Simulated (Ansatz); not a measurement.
Rock-salt BaTe was calculated with LDA (Ansatz, a program for electronic structure, PAW).

Numerical settings: plane-wave cutoff 520 eV, 8×8×8 k mesh, Fermi–Dirac smearing 0.01 eV, scalar-relativistic PAW data made under PBE.

Computed points:

| V (Å³/atom) | E − E_lowest (meV/atom) | P (GPa) |
|---|---|---|
| 38.032 | 17.96 | 2.505 |
| 38.841 | 7.69 | 1.578 |
| 39.651 | 1.85 | 0.747 |
| 40.460 | 0.00 | 0.001 |
| 41.269 | 1.72 | -0.668 |
| 42.078 | 6.63 | -1.268 |
| 42.887 | 14.42 | -1.807 |

What bulk modulus B0 and pressure derivative B′ does a third-order Birch–Murnaghan fit give?

V0 = 40.461 Å³/atom, B0 = 35.3 GPa, B′ = 4.4 (fit to the energies at full precision).

Measured, for comparison: equilibrium volume per atom 43.00 Å³/atom (room temperature, no zero-point or thermal correction; as tabulated in Lucero et al. (2012), arXiv:1111.4515). Computed (rounded) less measured: equilibrium volume per atom -5.9 %.

Spin–orbit coupling is not included.

Static lattice: no zero-point or thermal effects.
